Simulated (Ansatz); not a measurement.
For Hf (model structure, started from the beta-Sn type, I4₁/amd, No. 141, 2 atoms in the cell), PBE-D3(BJ) (Ansatz, a program for electronic structure, PAW) gives:

```
Property              Result
-------------------  -------
lattice constant a   5.502 Å
lattice parameter c  2.976 Å
```

Q: What does r²SCAN (plane waves, PAW; Ansatz) give for the same quantities?

A: 
- lattice constant a: 5.522 Å (increases by 0.4 %)
- lattice parameter c: 3.000 Å (grows by 0.8 %)

Changes are worked out from the printed values.

Unless a cell is named, each level is at its own relaxed cell (PBE-D3(BJ) 22.52, r²SCAN 22.87 Å³/atom).

Levels without +SOC leave out spin–orbit coupling, which shifts energies and cells of such heavy elements.

Ansatz's density-functional and Hartree–Fock values are scalar-relativistic unless marked +SOC, with PAW data made under PBE.

A model structure was made by putting elements into a prototype or built by hand; it is no filed structure, need not be a known phase, and can be a saddle point held by its symmetry.
